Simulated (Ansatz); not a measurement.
**Equilibrium volume per atom of Se (model structure, started from the dhcp type, P6₃/mmc, No. 194, 4 atoms in the cell) at several levels of theory**

No measured value is used here.

```csv
level (code),value (Å³/atom)
PBE (Ansatz),22.57
PBEsol (Ansatz),[?]
PBE-D3(BJ) (Ansatz),21.55
```

Task: Fill in the missing entries.

Result: 
- PBEsol (Ansatz, a first-principles code), value (Å³/atom): 21.34

Ansatz's density-functional and Hartree–Fock values are scalar-relativistic unless marked +SOC, with PAW data made under PBE.

A model structure was made by putting elements into a prototype or built by hand; it is no filed structure, need not be a known phase, and can be a saddle point held by its symmetry.
